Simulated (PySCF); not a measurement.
PO₄ (charge -3).
SMILES with atom numbers: `[O:1]=[P:2]([O-:3])([O-:4])[O-:5]`

Geometry (GFN2-xTB, Å), atoms numbered from 1 in this order:
```
atom  x, y, z in Å
O1     0.2112   -0.3945    1.5167
P2     0.0017    0.0006   -0.0035
O3    -0.8322    1.3453   -0.0896
O4     1.4124    0.2086   -0.6943
O5    -0.7845   -1.1572   -0.7465
```

The geometry is computed with GFN2-xTB (gas phase).

Masses are those of the commonest isotopes; rigid-rotor values at the optimised geometry. 

Problem. Give the principal moments of inertia and the rotational constants in MHz.

Solution. Ia = 107.09, Ib = 107.10, Ic = 107.10 u·Å²; 505379 MHz·u·Å²/I gives A = 4719, B = 4719, C = 4719 MHz.

Problem. Classify the top.

Solution. A spherical top, as the point group Td requires three equal moments; the computed ones differ by 0.02 % because the geometry is symmetric only within the optimiser's tolerance.

No GFN2-xTB frequencies stand behind this structure, so it isn't proved a minimum. Whether so highly charged an anion holds all its electrons in the gas phase wasn't checked; a finite basis holds them in any case. The ion is multiply charged and computed without counter-ions or solvent. Zero-point vibration and centrifugal distortion are left out.
